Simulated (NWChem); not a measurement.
**Spin states of disulfur (S₂)**

```xyz
2

S      0.0000     0.0000     0.9520
S      0.0000     0.0000    -0.9520
```
Charge 0, spin multiplicity 3.

Everything below was run with NWChem. All single points use one geometry, from UPBE0/def2-SVP, a minimum by its harmonic frequencies.

Basis set: def2-TZVP. The gap is E(triplet) − E(singlet) at the geometry of the triplet, so a negative value puts the higher spin lower. Open shells are unrestricted, and the singlet is the closed-shell solution. Where the lowest singlet needs several determinants, the single determinant used here isn't a pure state and places it wrongly.

The correlated methods keep 10 core orbitals frozen. B3LYP has NWChem's definition, with VWN1-RPA local correlation. The unpaired electrons of the parent sit in orbitals of symmetry b2g and b3g (D2h labels of the run); other states weren't searched. No SCF solution was tested for a lower state. Open-shell Hartree-Fock references start from PBE0 orbitals.

### Question
For the vertical singlet-triplet gap, PBE0 gives -24.8 kcal/mol and B3LYP gives -22.7 kcal/mol. What do HF, B2PLYP, MP2 give?

### Answer
HF: -34.3 kcal/mol; B2PLYP: -21.7 kcal/mol; MP2: -19.2 kcal/mol.
